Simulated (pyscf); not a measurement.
Optimised with ωB97X-D3(BJ)/def2-SVP in PySCF.

Task: For the elementary gas-phase step HO–AsH–OH (SMILES O[AsH]O) + SiH₄ (SMILES [SiH4]) -> HO–SiH₃ (SMILES O[SiH3]) + HO–AsH₂ (SMILES O[AsH2]) (singlet surface; As–O, H–Si broken, O–Si, As–H formed), what barrier and reaction energy does ωB97M-D3(BJ)/def2-TZVP give, measured from the separated reactants?

Result: ΔE‡ = 37.0 kcal/mol, ΔE = -15.4 kcal/mol. Zero-point energy shifts the barrier by +1.1 kcal/mol. It is a four-centre exchange, with an imaginary mode of 484i cm⁻¹. On the product side the descent ends in a complex (not fully relaxed), 4.5 kcal/mol under the separated species and 56.0 kcal/mol under the saddle at ωB97X-D3(BJ)/def2-TZVP. This is the saddle that the search found; another between the same sides may lie lower. Elements up to Kr have no core potential and no relativistic terms here.
